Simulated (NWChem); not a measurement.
# Total energies of CH2

```
C
H 1 1.0897
H 1 1.0897 2 134.26
```
Charge 0, spin multiplicity 3.

All runs are NWChem calculations. All single points use one geometry, from UPBE0/def2-SVP, a minimum by its harmonic frequencies.

Basis set: 6-311G** (30 functions).

| method | total energy (Ha) |
|---|---|
| UHF | -38.93352 |
| UMP2 | -39.03290 |
| UB2PLYP | -39.11589 |
| UPBE | -39.09977 |
| UB3LYP | -39.16435 |
| UM06-2X | -39.14061 |

Total energies of different functionals aren't comparable as a measure of quality: only differences taken within one method are. 

The correlated methods keep 1 core orbital frozen. B3LYP has NWChem's definition, with VWN1-RPA local correlation. The Pople sets run with spherical d functions. This spin state was chosen for the runs; another may lie lower. The structure started from a generated list of species. The unpaired electrons of the parent sit in orbitals of symmetry a1 and b2 (C2v labels of the run); other states weren't searched. The stability of the SCF solutions was not checked. Open-shell Hartree-Fock references start from PBE0 orbitals.
